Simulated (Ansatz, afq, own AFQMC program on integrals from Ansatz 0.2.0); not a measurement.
## NHO, singlet: AFQMC among the cluster methods

```yaml
atoms:
  - { symbol: N, position_ang: [0.0000, -0.1339, 0.5885] }
  - { symbol: O, position_ang: [0.0000, 0.0668, -0.5843] }
  - { symbol: H, position_ang: [0.0000, 0.7999, 1.0971] }
```

Connectivity, by distances: NH–O.

Basis cc-pVDZ. Only valence electrons are correlated. Ansatz 0.2.0 and our own AFQMC program on the same integrals; the CISD trial comes from CCSD amplitudes, and released means the phaseless constraint is let go. ± is one standard error of the sampling.

Determinant: RHF, the one that the program's search chose, which needn't be the lowest solution. The geometry is a point of a scan.

No full CI on the walks' own integrals is used here; CCSDT(Q) serves as the reference and is uncertain by about the last step of the cluster series.

Cautions: higher spins were not checked; restricted determinant unstable towards unrestricted (UHF 91 meV lower, ⟨S²⟩ 0.41).

```
T1 diagnostic                               : 0.0153
weight of the determinant in the CISD state : 0.886
size of the correlated space                : 12 electrons in 31 orbitals
```

```csv
level,correlation energy (eV)
MP2,-9.4212
CCSD,-9.7583
CCSD(T),-10.0714
```

Estimate where phaseless AFQMC with a CISD trial lies against CCSD(T) on the same integrals.

1.28 ± 0.37 kcal/mol below CCSD(T).

Reference: CCSDT(Q), correlation energy -10.123 eV. The released energy is read at 2.40 1/Eh (meV from the phaseless value at times in 1/Eh: 27 ± 20 at 0.24, 25 ± 20 at 0.51, -3 ± 17 at 0.99, 32 ± 19 at 1.62, -11 ± 27 at 2.40).

```tsv
level	E − E(reference) (kcal/mol)	share of correlation (%)
CCSD(T)	1.19	99.49
CCSDT	0.98	99.58
ph-AFQMC/CISD	-0.08 ± 0.37	100.04
released AFQMC	-0.34 ± 0.63	100.15
```

A walk keeps the symmetry of its determinant, which the program's search chose and which needn't be the lowest solution, so a lower state of the same spin and another symmetry isn't excluded. Released energies are given only where the last usable release times agree within the noise; a slower fall can still hide under it.
